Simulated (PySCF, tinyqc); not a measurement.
Worked calculation: RHF in the sto-3g basis, for LiH, spin multiplicity 1. The lowest restricted solution is unstable here: a spin-polarised one lies 0.0270 hartree lower (PySCF). One step of it, computed by the program tinyqc.

Problem. Iteration 3: DIIS coefficients. Solve [B -1; -1 0][c; lambda] = [0; -1] for the coefficients, which sum to one.

B (overlaps of the stored error matrices), lower triangle:
```
               1               2              3
1  1.0322145e+01
2  1.2062945e-01   7.9063307e-02
3  1.8912760e-02  -6.7454731e-03  2.0239018e-03
```

Give: DIIS coefficients.

Solution.

DIIS coefficients: -0.0027  0.0958  0.9068
